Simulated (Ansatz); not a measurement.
We consider solid bromine, described by G0W0@PBEsol in Ansatz (hard PAW, contour deformation).

The cell has the measured lattice parameters. Conventional cell: a = 6.7430 Å, b = 4.6685 Å, c = 8.7002 Å, α = 90.00°, β = 90.00°, γ = 90.00°.

The quasiparticle gap at Γ at a fixed k mesh 2×2×2:

```
response cutoff           value (eV)
------------------------  ----------
105 eV, 615 empty bands        3.163
140 eV, 946 empty bands        3.155
175 eV, 1322 empty bands       3.142
210 eV, 1738 empty bands       3.134
```

Question: Taking the value to converge with the response cutoff E as E^(−3/2), extrapolate from the last two rows.

Answer: With y = y∞ + c/w and weights w = 2315 and 3043 for the last two rows, y∞ = (w2 y2 − w1 y1)/(w2 − w1) = (3043 × 3.134 − 2315 × 3.142)/728 = 3.109 eV, which lies 0.025 beyond the last row. Successive pairs of rows give 3.140, 3.109, 3.109. The limit also hangs on the law assumed, so its last digits aren't firm.

The other settings are not extrapolated, so this is the limit in one setting alone.

The smallest gap on this mesh is 3.05 eV, away from Γ.

Spin–orbit coupling is not included.

Ansatz is a program for electronic structure.
